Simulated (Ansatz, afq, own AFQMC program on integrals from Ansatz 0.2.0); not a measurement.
# Breaking Si3–O4 in C2H8OSi, singlet

| atom | x (Å) | y (Å) | z (Å) |
| --- | --- | --- | --- |
| C | -1.4715 | -0.3196 | -0.1298 |
| C | -0.1944 | -0.5987 | 0.6594 |
| Si | 1.3614 | 0.1397 | -0.0929 |
| O | 1.2692 | 1.8039 | -0.2264 |
| H | -1.4187 | -0.7345 | -1.1498 |
| H | -1.6546 | 0.7631 | -0.2248 |
| H | -2.3598 | -0.7558 | 0.3534 |
| H | -0.2846 | -0.2118 | 1.6897 |
| H | -0.0284 | -1.6867 | 0.7608 |
| H | 1.5882 | -0.4736 | -1.4450 |
| H | 2.5345 | -0.1327 | 0.7850 |
| H | 0.7355 | 2.1515 | -0.9456 |

Products: C$_{2}$H$_{7}$Si (doublet; CH3–CH2–SiH2) and HO (doublet), each relaxed with PBE0/def2-SVP like the molecule; electronic energies without zero-point terms. Determinants: RHF, UHF and UHF in that order.

Basis def2-TZVP. Noble-gas cores (and the filled d shells of Ga–Kr and In–Xe) are frozen. AFQMC by an in-house program on the Cholesky factors that Ansatz 0.2.0 writes for its CCSD(T) run. The CISD trial takes its coefficients from CCSD amplitudes. Released means that phaseless walkers are propagated on without the constraint, phases kept. Uncertainties: one standard error, sampling alone. The errors of all members are added in quadrature.

No full CI on the walks' own integrals is used here. The released AFQMC energy serves as the reference, which it does only where one determinant dominates, the energy is flat over the last release times and near the phaseless one (40 meV or 2 meV an electron, half that with transition metals). On small molecules, where full CI could be run and the noise was under 10 meV, such values lay within 10 meV of it in 19 cases of 20, a flattering rate, since the rule was set on those same cases; what remains of the bias isn't in the error bar. Each member takes its own surest rung, up to full CI.

The best estimate is CCSD(T) at the basis-set limit (CBS: def2-TZVPP and def2-QZVPP, with their diffuse functions for anions and beside diffuse sets, CCSD(T) itself extrapolated) plus the step from CCSD(T) to AFQMC with the constraint released in def2-TZVP. Rows without CBS are in def2-TZVP; B2PLYP and the wave-function rows carry a basis error of their own. Core correlation and relativity beyond core potentials are missing, and ± holds the sampling alone.

Cautions: C₂H₈OSi (singlet): the released value is read at 0.90 1/Eh with a noise of 19 meV, more than in the cases checked (meV from the phaseless value at times in 1/Eh: -9 ± 10 at 0.21, 2 ± 21 at 0.42, -3 ± 15 at 0.63, -20 ± 19 at 0.90); C₂H₇Si (doublet): the released value is read at 1.50 1/Eh with a noise of 12 meV, more than in the cases checked (meV from the phaseless value at times in 1/Eh: -12 ± 8 at 0.24, 4 ± 7 at 0.51, -2 ± 9 at 0.99, -2 ± 12 at 1.50).

```
  level  bond energy (eV)
    PBE             5.421
 r2SCAN             5.354
wB97M-V             5.651
```

(1) From these cheaper values, estimate the bond energy at the level of the best estimate.

(1) 5.687 ± 0.022 eV (best estimate, highest rung released AFQMC).

```tsv
level	bond energy (eV)	error against the best estimate (eV)
HF	4.139	-1.548 ± 0.022
MP2	5.811	0.124 ± 0.022
CCSD	5.387	-0.301 ± 0.022
CCSD(T)	5.485	-0.203 ± 0.022
ph-AFQMC/CISD	5.498 ± 0.014	-0.190 ± 0.026
released AFQMC	5.506 ± 0.022	-0.182
HF/CBS	4.155	-1.532 ± 0.022
MP2/CBS	5.998	0.311 ± 0.022
CCSD(T)/CBS	5.663	-0.024 ± 0.022
PBE0	5.339	-0.348 ± 0.022
B3LYP	5.345	-0.343 ± 0.022
B2PLYP	5.496	-0.191 ± 0.022
```

Correlation beyond CCSD(T) changes it by less than twice the noise. Going to the basis-set limit adds 0.179 eV at CCSD(T). The perturbative (T) step is worth +0.098 eV. The functionals spread over 0.312 eV; wB97M-V comes nearest and PBE0 is 0.348 eV too low.

Best estimates are given only where the step beyond CCSD(T) is under 0.3 eV and no member's determinant is very poor (T1 over 0.05, or 0.07 for open shells, ⟨S²⟩ too high by 0.3, two states mixed), so the hardest cases are missing from such tables.

The functionals ran in a triple-zeta set and keep a basis error of their own, a few kJ/mol for each bond in atomization energies and more for double hybrids, so close places among them and the extrapolated levels can swap.

Each member of a difference takes its own highest rung, so a best estimate needn't equal the limit plus the step of one row. Released energies are given only where the last usable release times agree within the noise; a slower fall can still hide under it.
